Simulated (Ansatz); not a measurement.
Worked example: correlation energy of ClF₃, singlet

Geometry: MP2(full)/6-31G*, from the G2/97 set.

| atom | x (Å) | y (Å) | z (Å) |
| --- | --- | --- | --- |
| Cl | 0.0000 | 0.0000 | 0.3786 |
| F | 0.0000 | 0.0000 | -1.2566 |
| F | 0.0000 | 1.7145 | 0.2751 |
| F | 0.0000 | -1.7145 | 0.2751 |

Basis STO-3G; Ansatz 0.2.0. Only valence electrons are correlated (noble-gas cores frozen), which leaves 28 electrons in 16 orbitals. Prefix R: restricted or restricted open-shell reference.

Full CI is exact within this basis and frozen core; it isn't the basis-set limit.

Runs differ by some tens of microhartree through their thresholds, so steps under 0.03 kcal/mol mean nothing.

```tsv
level	total energy (hartree)
RHF	-748.212592
RMP2	-748.322618
RCCSD*	-748.369159
RCCSD(T)*	-748.377338
RCCSDT*	-748.381485
RCCSDT(Q)*	-748.381903
RCCSDTQ*	-748.381832
full CI	-748.381832
```

**Question.** What is the correlation energy at full CI, and what share of it do RMP2 and RCCSD recover?

**Answer.** E(corr) = -748.381832 − (-748.212592) = -0.169240 hartree = -4.605 eV. RMP2: -0.110026 / -0.169240 = 65.01 %. RCCSD: -0.156567 / -0.169240 = 92.51 %.

**Question.** By how many kcal/mol does RCCSD(T) miss full CI (1 hartree = 627.509 kcal/mol), and which steps make up the rest?

**Answer.** -748.377338 − (-748.381832) = 0.004494 hartree = 2.82 kcal/mol. Steps: RCCSDT − RCCSD(T) = -2.60, RCCSDT(Q) − RCCSDT = -0.26, RCCSDTQ − RCCSDT(Q) = 0.04, full CI − RCCSDTQ = 0.00 kcal/mol. With more than one leading determinant such errors change with state and geometry, and needn't cancel in differences.

An asterisk marks runs whose energy the program itself flagged as in doubt.
